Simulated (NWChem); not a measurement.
System: P cation, triplet

NWChem input:

```
start job
memory heap 200 mb stack 900 mb global 1100 mb
charge 1
geometry units angstroms noautoz
  P      0.000000     0.000000     0.000000
end
basis spherical
  P library def2-tzvp
end
dft
  odft
  mult 3
  xc xpbe96 cpbe96
  iterations 150
  mulliken
end
task dft energy
```

The open p shell is one determinant without spherical averaging. No stability test was run on the SCF state.

### Question
Give the results of this calculation. (PBE/def2-TZVP, spin-unrestricted.) Quantities: basis functions; energy (Ha); highest occupied level (eV); lowest empty minus highest occupied level, either spin (eV); <S²>.

### Answer
- number of basis functions: 37
- energy (Ha): -340.72
- highest occupied level (eV): -14.99
- lowest empty minus highest occupied level, either spin (eV): 0.26
- <S²>: 2.00
